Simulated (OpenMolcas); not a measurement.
How basis sets differ on CH2BN (SMILES BC#N)

CH2BN: 5 atoms, total charge 0, spin state singlet. As SMILES, `BC#N`. Geometry: relaxed at PBE0-D4/def2-TZVP.

Each level gives the HOMO–LUMO gap (eV). The values are calculated.

```json
{"level": "HF/ANO-RCC-MB (DKH2)", "kind": "Hartree–Fock", "program": "OpenMolcas", "value (eV)": "14.02", "CPU time": "2.1 s"}
{"level": "HF/ANO-XS-MB (DKH2)", "kind": "Hartree–Fock", "program": "OpenMolcas", "value (eV)": "13.67", "CPU time": "2.5 s"}
{"level": "HF/STO-3G", "kind": "Hartree–Fock", "program": "OpenMolcas", "value (eV)": "15.52", "CPU time": "2.6 s"}
{"level": "HF/3-21G", "kind": "Hartree–Fock", "program": "OpenMolcas", "value (eV)": "13.52", "CPU time": "2.6 s"}
{"level": "HF/def2-TZVP", "kind": "Hartree–Fock", "program": "OpenMolcas", "value (eV)": "13.25", "CPU time": "21 s"}
```

The values span 13.25 to 15.52 eV. A Hartree–Fock LUMO above zero doesn't converge with the basis: it sinks as sets grow more diffuse. Orbital gaps aren't excitation energies. Times are those of the runs behind each value, whatever else they computed, on shared processors of several kinds: orders of magnitude only.
